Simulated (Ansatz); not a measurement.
Two isomers of C5H10O: A = `CC(=O)C(C)C`, B = `CC(C)=C(C)O`.

Isolated molecules relaxed with PBE0-D4/def2-TZVP in Ansatz; ΔE leaves out vibrations. CBS: MP2 limit from def2 TZ/QZ plus the TZ coupled-cluster correction, frozen cores. Functionals use def2-TZVPP. B3LYP here is the variant with VWN-RPA as its local correlation; programs differ in this. One conformer a species, not always the lowest.

(1) Which isomer does CCSD(T)/CBS put lower? Give the gap. (Best estimate.)

(2) Give E(B) − E(A) in kcal/mol with CCSD/def2-TZVPP, r2SCAN-D4, PBE0-D4, CCSD(T)/def2-TZVPP, B3LYP-D4, PBE-D4, HF/def2-TZVPP. (An estimate is asked.)

Largest T1 diagnostic: 0.012.

## Answers

(1) The calculation gave: A, by 10.0 kcal/mol.

(2) The calculation gave: CCSD/def2-TZVPP 11.2, r2SCAN-D4 9.6, PBE0-D4 9.0, CCSD(T)/def2-TZVPP 10.7, B3LYP-D4 9.8, PBE-D4 8.5, HF/def2-TZVPP 14.3. None reverses the order clearly.

In def2-TZVPP, CCSD(T) changes the Hartree–Fock value by −3.5 kcal/mol (the triples alone add −0.4 kcal/mol) and MP2 by −3.9 kcal/mol.
